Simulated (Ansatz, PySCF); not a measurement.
Molecule (SMILES): FCF.
Geometry (B3LYP-D3(BJ)/def2-TZVP, fixed):
```xyz
5

C      0.0044     0.0053     0.5043
F     -0.0170     1.1024    -0.3021
F      0.0119    -1.1085    -0.2792
H     -0.9025    -0.0002     1.1113
H      0.9218     0.0234     1.0951
```

Near-linear dependence at PBE0/aug-pcseg-2 with PySCF (spherical functions, density fitting): canonical orthogonalisation drops combinations whose overlap eigenvalue lies under the threshold. The set has 184 functions.

```
threshold  orbitals kept  energy minus last row (mEh)  SCF cycles
---------  -------------  ---------------------------  ----------
1e-3                 178                        0.151           8
1e-4                 181                        0.029           8
1e-5                 184                        0.000           8
1e-6                 184                        0.000           8
1e-7                 184                        0.000           8
1e-9                 184                        0.000           8
```

The smallest overlap eigenvalue is 2.6e-05. Ansatz (a quantum-chemistry and plane-wave program) at its default drops 0 functions.
